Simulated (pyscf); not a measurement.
This saddle point was located with ωB97X-D3(BJ)/def2-SVP in PySCF.

```
O
H 1 1.1292
F 2 1.2413 1 130.01
Si 1 1.7103 2 146.88 3 178.91
H 4 1.4806 1 108.85 2 120.08
H 4 1.4809 5 112.33 1 -120.60
H 4 1.4853 5 110.87 6 -124.63
Si 1 1.7986 2 83.47 3 0.14
F 8 1.6669 1 89.74 2 179.86
H 8 1.4761 9 99.84 1 -117.04
H 8 1.4762 10 122.72 3 -88.92
```

Surface: singlet, charge 0. Lowest wavenumbers (cm⁻¹): 750i, 58, 122, 158, 192.

### Question
Which two sides does it connect, and which bonds change?

### Answer
`[F][SiH2][O][SiH3]` + `[FH]` ⇌ `[F][SiH2][F]` + `[OH][SiH3]`, a four-centre exchange read from left to right: O–Si, F–H broken and F–Si, H–O formed. At ωB97M-D3(BJ)/def2-TZVP it lies +12.9 kcal/mol from the left side and +18.8 kcal/mol from the right (each side as separated species at their lowest minima found). On the reactant side the descent ends in a complex, 5.1 kcal/mol under the separated species and 18.2 kcal/mol under the saddle at ωB97X-D3(BJ)/def2-TZVP. On the product side the descent ends in an adduct with a O–Si contact, 7.1 kcal/mol over the separated species and 10.3 kcal/mol under the saddle at ωB97X-D3(BJ)/def2-TZVP. What is counted as broken (O–Si) persists as a longer contact in the product adduct; parting that adduct is a step of its own. This is the saddle that the search found; another between the same sides may lie lower.
